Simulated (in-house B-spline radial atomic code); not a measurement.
How G0W0 and RPA depend on the start: neutral neon

Configuration [He] 2s2 2p6. Computed with a B-spline radial code for spherical atoms: all electrons, scalar-relativistic (spin-free one-electron X2C), finite nucleus, each spin shell either full or empty, empty states to l = 9 with an (l + 1/2)⁻⁴ tail; G0W0 by contour deformation at full frequency.

| start | mean-field 2p (eV) | G0W0 (eV) | QP weight | RPA correlation (Eh) |
| --- | --- | --- | --- | --- |
| Hartree-Fock | -23.124 | -21.931 | 0.942 | -0.51958 |
| LDA VWN5 | -13.537 | ? | ? | ? |
| PBE | -13.332 | -20.565 | 0.810 | -0.6087 |
| PBE0 | -15.980 | ? | ? | ? |
| r2SCAN | -13.966 | -20.713 | 0.849 | -0.59145 |
| HSE06 | -15.561 | -21.069 | 0.870 | -0.5853 |
| B3LYP (VWN-RPA) | -15.633 | -21.082 | 0.868 | -0.58867 |
| SCAN | -13.977 | -20.655 | 0.850 | -0.59043 |
| TPSS | -13.488 | -20.552 | 0.820 | -0.6017 |
| BHandHLYP | -18.687 | -21.518 | 0.910 | -0.55999 |
| CAM-B3LYP | -17.655 | -21.579 | 0.898 | -0.57465 |
| LC-wPBE | -18.766 | -21.870 | 0.912 | -0.56828 |
| wB97X | -18.489 | -21.727 | 0.913 | -0.5658 |
| PBEsol | -13.268 | -20.660 | 0.810 | -0.60863 |
| BLYP | -13.355 | -20.519 | 0.806 | -0.61059 |
| r2SCAN0 | -16.454 | -21.187 | 0.892 | -0.57162 |
| LDA exchange-only | -12.041 | -20.642 | 0.759 | -0.61183 |

Q: What G0W0 level, weight and RPA correlation energy follow from the LDA VWN5 start?

A: G0W0 level -20.783 eV, weight 0.817, RPA correlation -0.61028 hartree.

Q: What G0W0 level, weight and RPA correlation energy follow from the PBE0 start?

A: G0W0 level -21.180 eV, weight 0.878, RPA correlation -0.58196 hartree.

Q: How much of the dependence on the start does G0W0 remove?

A: The mean-field levels span 11.1 eV and the G0W0 levels 1.41 eV. Against 21.565 eV (NIST, measured) the G0W0 removal energies are off by -1.05 to +0.37 eV.
